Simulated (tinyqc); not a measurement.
RHF in the sto-3g basis, for NH3, spin multiplicity 1, step by step. One step of it, computed by the program tinyqc.

Task: Orthogonalisation. S = U s U^T; symmetric (Loewdin) form X = U s^(-1/2) U^T, so that X^T S X = 1.

overlap S:
```
,1N 1s,1N 2s,1N 2px,1N 2py,1N 2pz,2H 1s,3H 1s,4H 1s
1N 1s,1.000000,0.235038,0.000000,0.000000,0.000000,0.035669,0.035656,0.035656
1N 2s,0.235038,1.000000,0.000000,0.000000,0.000000,0.373344,0.373256,0.373256
1N 2px,0.000000,0.000000,1.000000,0.000000,0.000000,0.330701,-0.165447,-0.165447
1N 2py,0.000000,0.000000,0.000000,1.000000,0.000000,0.000000,0.286282,-0.286282
1N 2pz,0.000000,0.000000,0.000000,0.000000,1.000000,-0.144811,-0.144766,-0.144766
2H 1s,0.035669,0.373344,0.330701,0.000000,-0.144811,1.000000,0.131755,0.131755
3H 1s,0.035656,0.373256,-0.165447,0.286282,-0.144766,0.131755,1.000000,0.131873
4H 1s,0.035656,0.373256,-0.165447,-0.286282,-0.144766,0.131755,0.131873,1.000000
```

Give: eigenvalues of S; X.

Result:

eigenvalues of S: 0.3964  0.5237  0.5239  0.9132  1.0755  1.3443  1.3446  1.8785

X:
```
,1N 1s,1N 2s,1N 2px,1N 2py,1N 2pz,2H 1s,3H 1s,4H 1s
1N 1s,1.0241,-0.1423,0.0000,0.0000,0.0077,0.0191,0.0191,0.0191
1N 2s,-0.1423,1.2133,0.0000,0.0000,-0.0726,-0.2154,-0.2153,-0.2153
1N 2px,0.0000,0.0000,1.0804,0.0000,0.0000,-0.2093,0.1047,0.1047
1N 2py,0.0000,0.0000,0.0000,1.0803,0.0000,0.0000,-0.1812,0.1812
1N 2pz,0.0077,-0.0726,0.0000,0.0000,1.0275,0.0819,0.0819,0.0819
2H 1s,0.0191,-0.2154,-0.2093,0.0000,0.0819,1.1305,-0.0333,-0.0333
3H 1s,0.0191,-0.2153,0.1047,-0.1812,0.0819,-0.0333,1.1304,-0.0334
4H 1s,0.0191,-0.2153,0.1047,0.1812,0.0819,-0.0333,-0.0334,1.1304
```
